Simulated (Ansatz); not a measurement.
# BSiHO (singlet): the correlation ladder, cc-pVTZ

An exercise on one series of results from a longer session: the logs are not shown, and one member is left open.

Program: Ansatz 0.2.0, Gaussian basis. Level of theory: cc-pVTZ, core rule «outside noble gas», up to 7 orbitals frozen. These are calculated values, not measurements.

The runs, in order: UHF; CCSD(T) on RHF; CCSD(T) on UHF; BCCD(T) on RHF; CCSDT(Q) on RHF; CCSDT(Q) on UHF.

4 further runs of the same task are left out: 4 set aside as unsound or not needed.

## The geometry

The geometry is a PBE0/def2-TZVP stationary point (not a proven minimum).

4 atoms, charge 0, spin multiplicity 1.

Atoms are counted from 1 here; the program's logs count them from 0.

Bond lengths: B1–Si2 2.026 Å, B1–H4 1.203 Å, Si2–O3 1.518 Å. Angles: Si2–B1–H4 119.5°, B1–Si2–O3 139.0°.

The first run:

File in.yaml:

```yaml
crystal:
  periodic: [false, false, false]
  atoms:
    - {symbol: B, position_ang: [0.000000, -0.409239, 1.889811]}
    - {symbol: Si, position_ang: [0.000000, 0.287819, -0.012810]}
    - {symbol: O, position_ang: [0.000000, -0.252059, -1.431271]}
    - {symbol: H, position_ang: [0.000000, 0.370590, 2.806241]}
basis:
  gaussian: {orbitals: cc-pVTZ}
magnetization: {spin_polarized: true, initial_magnetization: 0}
hamiltonian: {xc: hf}
output: {orbitals: {seedname: orbitals}}
```

Started as:

```sh
ansatz run in.yaml --threads 1 --pin off --events-out ev --progress --plain --max-ram 4096MiB --backend cpu
```

Steps of the session up to this table: UHF; CCSD(T) on RHF; CCSD(T) on UHF; BCCD(T) on RHF; CCSDT(Q) on RHF; CCSDT(Q) on UHF.

One table of the session follows, with a row left open; its other results are not shown here.

It belongs to the step «Misses and costs». 

| method | from RCCSDT(Q) (kcal/mol) |
| --- | --- |
| RHF | +303.56 |
| UHF | +292.20 |
| RMP2 | ? |
| UMP2 | +38.52 |
| RCCSD | +18.88 |
| UCCSD | +20.47 |
| RCCSD(T) | +2.60 |
| UCCSD(T) | +4.48 |
| BCCD(T) | +2.40 |
| RCCSDT | +1.80 |
| UCCSDT | +2.10 |
| RCCSDT(Q) | 0 |
| UCCSDT(Q) | -0.16 |

**Question.** Estimate the row for RMP2.

**Answer.** from RCCSDT(Q) (kcal/mol): +30.94. In the column «from RCCSDT(Q) (kcal/mol)» it lies between UCCSD (+20.47) and UMP2 (+38.52).

With the free atoms at the same levels and basis (separate runs), the atomisation energy is 12.166 eV at RCCSDT(Q), 12.096 eV at RCCSD(T), 12.015 eV at UCCSD(T), 7.343 eV at RHF.

To keep in mind: The determinant is far from a pure spin state, so its energy mixes those of several spin states (harmless only where they are near-degenerate, as at dissociation). Warnings: restricted reference is unstable; spin contamination; large T1 diagnostic. Restricted and unrestricted rows rest on different reference determinants; where their highest levels disagree by more than a few hundredths of an eV, they describe different states and don't form one ladder.
